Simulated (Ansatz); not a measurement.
hydrogen fluoride (FH), SMILES F.

Coordinates come from a B3LYP-D3(BJ)/def2-TZVPD optimisation.

Two levels are set side by side: PBE/def2-TZVPD (Ansatz, a program for electronic structure) and ωB97X-V/def2-TZVPD (Ansatz). Energy differences of separate SCF runs at the same geometry; the states with an electron removed or added have multiplicity 2 and 2. Differences are taken from unrounded values.

| quantity | ωB97X-V |
|---|---|
| vertical ionisation energy (eV) | 16.16 |
| vertical singlet–triplet gap (eV) | 10.16 |

Q: What does PBE give, and how far is it from ωB97X-V? (The exact figures need the calculation; the answer reports its results.)

A: 
```tsv
quantity	PBE	PBE minus ωB97X-V
vertical ionisation energy (eV)	16.29	0.13
vertical singlet–triplet gap (eV)	10.11	-0.05
```

Here PBE gives about what the other level gives.
